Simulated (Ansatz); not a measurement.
Two shapes of doublet CH3N(+).

Shape 1:

```xyz
5

C     0.4722    0.0713   -0.3104
N    -0.6109   -0.0615    0.2965
H    -0.4849   -0.5479    1.1716
H     0.4932    0.5776   -1.2748
H     1.4354   -0.2910    0.0589
```

Shape 2:

```xyz
5

C    -0.4107   -0.4099   -0.0617
N     0.4157    0.5454   -0.0083
H     1.1782    0.3205    0.6406
H    -1.2919   -0.3220   -0.7184
H    -0.3320   -1.3569    0.5061
```

Basis set: def2-SVP (spherical functions). Frozen core: 2 orbitals. Charge 1, multiplicity 2.

Computed with Ansatz (development build ahead of 0.2.0); each method stands on the lowest determinant of its kind that the runs found.

Question: Which shape is lower in energy, and by how much in each method?

Answer:

```csv
method,E(2) − E(1) (eV)
UHF,0.065
UHF-MP2,0.054
PBE0 (unrestricted),0.037
```

Shape 1 is lower. Caution for UHF, UHF-MP2: the unrestricted determinant is spin contaminated.
